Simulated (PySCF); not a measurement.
Compound: C5H9P.
Numbering: `[CH3:1][CH2:2][C:3]1=[CH:4][P:5]1[CH3:6]` (hydrogens: H7, H8, H9 on C1; H10, H11 on C2; H12 on C4; H13, H14, H15 on C6)

A PySCF run (density fitting, gas phase, GFN2-xTB geometry) gave HOMO -6.38 eV, LUMO 0.11 eV, dipole 1.87 D.

Question: Which of these levels was it?
A. WP04/def2-SVPD
B. PBE0/pcSseg-1
C. B3LYP/6-311+G(2d,p)
D. CAM-B3LYP/def2-SVPD

Answer: B. It is PBE0/pcSseg-1. All candidates on this geometry:

```tsv
level and settings	kind	basis functions	SCF cycles	E (Eh)	HOMO (eV)	LUMO (eV)	dipole (D)
WP04/def2-SVPD, damping 0.3 at the start, DIIS from the seventh cycle, energy threshold 1e-06 Eh	global hybrid fitted to proton shifts	196	12	-545.6321	-7.48	-1.92	1.65
B3LYP/6-311+G(2d,p)	global hybrid	224	14	-537.3270	-6.17	-0.28	1.86
PBE0/pcSseg-1	global hybrid	154	13	-536.8259	-6.38	0.11	1.87
CAM-B3LYP/def2-SVPD	range-separated hybrid	196	12	-536.8793	-7.64	1.18	1.80
```

The nearest other candidate, by the summed differences of HOMO and LUMO, is B3LYP/6-311+G(2d,p): its HOMO differs by +0.21 eV and its LUMO by -0.39 eV. Cycle counts include a coarse-grid stage where the run had one. All basis functions are spherical, in the Pople sets too. WP04 was designed for NMR shieldings or shifts; total energies of different functionals aren't comparable.

The values belong to the conformer `[CH3:1][CH2:2][C:3]1=[CH:4][P:5]1[CH3:6]`: C1–C2–C3–C4 -2°.
